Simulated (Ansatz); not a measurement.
Results of G0W0@HSE06 in Ansatz (plane waves, hard PAW, contour deformation) for fluorite SrCl2.

The same calculation (at the measured cell, 28.271 Å³/atom) with different numerical settings; throughout: k mesh 2×2×2:

```
run  response cutoff (eV)  empty bands  quasiparticle gap on the mesh (eV)  quasiparticle gap at Γ (eV)   rough time
---  --------------------  -----------  ----------------------------------  ---------------------------  -----------
1                     100          354                               7.971                        8.378   2 core-min
2                     150          650                               8.108                        8.507   6 core-min
3                     200         1001                               8.177                        8.572  20 core-min
4                     250         1399                               8.216                        8.608  40 core-min
5                     300         1838                                   …                            …  30 core-min
```

Question: What belongs in the gaps?

Answer: 
- 5, quasiparticle gap on the mesh (eV): 8.237
- 5, quasiparticle gap at Γ (eV): 8.628

In the column quasiparticle gap on the mesh (eV) the first row differs from the last by -0.266 and the next to last by -0.021.

The last row is no converged limit: other settings stay fixed.

Spin–orbit coupling is not included.

Note: GW on a hybrid start was not checked against another program.

Ansatz is a quantum-chemistry and plane-wave program.
